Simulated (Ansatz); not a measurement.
in.yaml

```yaml
crystal:
  periodic: [false, false, false]
  atoms:
    - {symbol: B, position_ang: [-0.159552, 0.000000, 0.000000]}
    - {symbol: H, position_ang: [-0.756285, 1.033571, 0.000000]}
    - {symbol: H, position_ang: [-0.756285, -1.033571, 0.000000]}
    - {symbol: H, position_ang: [1.157448, 0.000000, 0.000000]}
    - {symbol: H, position_ang: [2.066448, 0.000000, 0.000000]}
basis:
  gaussian: {orbitals: cc-pVTZ}
magnetization: {spin_polarized: false, initial_magnetization: 1}
correlation: {method: ccsd_t, electrons: outside_noble_gas}
output: {forces: true}
```

```sh
$ ansatz run in.yaml --threads 1 --pin off --events-out ev --progress --plain --max-ram 2816MiB --backend cpu
```

Log:

```
472 factors; integrals over basis functions are off by at most 1.1e-3 eV
mean field evaluation 1: about -729.9819 eV, gradient 9.9e0 eV
mean field evaluation 2: about -729.9808 eV, gradient 9.9e0 eV
mean field evaluation 4: about -730.6998 eV, gradient 7.2e-1 eV
mean field evaluation 8: about -730.7140 eV, gradient 3.2e-2 eV
mean field evaluation 16: about -730.7017 eV, gradient 7.2e-1 eV
mean field evaluation 32: about -730.7141 eV, gradient 2.1e-6 eV
mean field evaluation 64: about -730.7141 eV, gradient 2.5e-4 eV
mean field -730.71405376 eV, -26.8532461797 hartree, gradient 2.1e-6 eV, S^2 0.750000; 2 other end points of the search recorded, 0 dependent functions left out
determinant -730.71405376 eV, -26.8532461797 hartree, with singles and doubles -735.11010611 eV, -27.0147981242 hartree
determinant -729.37647143 eV, -26.8040909358 hartree, with singles and doubles -734.06983379 eV, -26.9765688214 hartree
1 core orbitals not correlated: weight in the atoms' cores, before any rotation towards them, 1.000 or more for the frozen orbitals, at most 0.000 for the correlated occupied ones
reference -730.71405376 eV, -26.8532461797 hartree; 4, 3 occupied and 81, 82 virtual orbitals, 472 factors
second order -3.48873849 eV of doubles, -0.10312563 eV of singles
cycle   1  -4.25590400 eV  change   -3.5e-1 eV  update   1.7e-2
cycle   2  -4.26316074 eV  change   -7.3e-3 eV  update   4.5e-3
cycle   3  -4.26487934 eV  change   -1.7e-3 eV  update   1.9e-3
cycle   4  -4.26553191 eV  change   -6.5e-4 eV  update   6.0e-4
cycle   5  -4.26552760 eV  change    4.3e-6 eV  update   1.9e-4
cycle   6  -4.26555026 eV  change   -2.3e-5 eV  update   6.3e-5
cycle   7  -4.26557672 eV  change   -2.6e-5 eV  update   2.0e-5
cycle   8  -4.26558215 eV  change   -5.4e-6 eV  update   6.5e-6
cycle   9  -4.26558242 eV  change   -2.8e-7 eV  update   2.0e-6
cycle  10  -4.26558265 eV  change   -2.3e-7 eV  update   5.8e-7
perturbative correction -0.09185838 eV, -0.0033757332 hartree
the calculation of the forces begins
Total energy: -735.07149479 eV, -27.0133791841 hartree
Atom 0 at    -0.159552     0.000000     0.000000 Å, force    -1.335688    -0.000000     0.000000 eV/Å
Atom 1 at    -0.756285     1.033571     0.000000 Å, force     0.154541     0.039613    -0.000000 eV/Å
Atom 2 at    -0.756285    -1.033571     0.000000 Å, force     0.154541    -0.039613    -0.000000 eV/Å
Atom 3 at     1.157448     0.000000     0.000000 Å, force    -0.685011     0.000000    -0.000000 eV/Å
Atom 4 at     2.066448     0.000000     0.000000 Å, force     1.711616    -0.000000     0.000000 eV/Å
Dipole moment:    -0.176675     0.000000    -0.000000 e Å
```

Forces (eV/Å):
```
B   -1.336  0.000  0.000
H    0.155  0.040  0.000
H    0.155 -0.040  0.000
H   -0.685  0.000  0.000
H    1.712  0.000  0.000
```

For the same geometry and basis UCCSDT(Q) lies 17.6 meV lower.

Ran on 1 thread of AMD EPYC 7R13, shared host: 14 s wall, 0.62 GiB peak host memory.
